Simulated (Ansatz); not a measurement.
[H···H···CH2], triplet: the ladder up to full CI

All five atoms lie in one plane.

Geometry: a point of a hydrogen-transfer path between rigid fragments, not a stationary point.

```xyz
5

H    -1.9674    0.0000    0.0000
H    -1.0964    0.0000    0.0000
C     0.1606    0.0000    0.0000
H     0.5751    0.0000    0.9962
H     0.5751    0.0000   -0.9962
```

Basis cc-pVDZ; Ansatz 0.2.0. Correlated methods freeze the noble-gas cores, which leaves 8 electrons in 33 orbitals. Prefix R: restricted or restricted open-shell reference; prefix U: unrestricted. Active spaces: valence = (8e, 8o) chosen from the atoms' valence shells; pair = (4e, 4o) about the gap.

Full CI is exact within this basis and frozen core; it isn't the basis-set limit. The frozen core follows each run's orbitals, which can shift R against U totals by a few meV.

For open shells CISD and CISDTQ are restricted-active-space CI with the open shells as a complete middle space.

```
UHF ⟨S²⟩                          : 2.040
T1 diagnostic (RCCSD)             : 0.0230
largest doubles amplitude (RCCSD) : 0.044
T1 diagnostic (UCCSD)             : 0.0129
```

| level | E − E(RHF) (eV) |
| --- | --- |
| UHF | -0.3820 |
| RMP2 | -4.0522 |
| UMP2 | -4.0065 |
| RCCSD | -4.7499 |
| UCCSD | -4.7563 |
| RCCSD(T) | -4.8385 |
| UCCSD(T) | -4.8384 |

Estimate how far full CI in cc-pVDZ lies from RCCSD(T). The table doesn't fix it; the size of (T) and the diagnostics are the guide.

Full CI in cc-pVDZ lies 1.7 kJ/mol below RCCSD(T), which is 20 % of the (T) step (-8.5 kJ/mol). The diagnostics are small and one determinant leads, so the series closes fast and only a small part of (T) is left.

The other levels:

```csv
level,E − E(full CI) (kJ/mol),share of correlation (%),wall time
CISD,29.0,93.80,0.67 s
BCCD(T),1.8,99.62,0.69 s
RCCSDT,0.4,99.91,–
UCCSDT,0.3,99.93,–
CISDTQ,0.6,99.87,2.1 s (H100)
RCCSDT(Q),0.0,99.99,4.8 s
UCCSDT(Q),0.0,100.01,4.2 s
RCCSDTQ,0.0,100.00,7 s (H100)
UCCSDTQ,-0.1,100.01,7.5 s (H100)
CASSCF (pair space),400.1,14.61,–
NEVPT2 (pair space),76.1,83.77,0.22 s
MRCISD (pair space),23.6,94.97,–
MRCISD+Q (pair space),1.1,99.77,0.48 s
CASSCF (valence space),287.3,38.69,–
NEVPT2 (valence space),67.1,85.67,1.6 s
MRCISD (valence space),12.5,97.33,–
MRCISD+Q (valence space),1.0,99.78,2.2 s
```

The correlation energy at full CI, counted from RHF, is -4.856 eV. That run took 18 s on 5 threads of AMD EPYC 7R13 with a whole H100 80 GB, shared host over 418,187,200 determinants.

Times hold each run's SCF and search for its determinant on a shared host, so for small cases they say little of a method's own cost; rows without a card ran on 1 thread of AMD EPYC 7R13.

The full-CI state has the irrep B1 of C2v, in the program's axes.

Natural occupations of full CI about the gap: 1.966 1.958 1.953 0.995 0.990 0.026 0.026 0.021 0.009 0.008; effectively unpaired electrons, Σ n²(2−n)², 2.03.
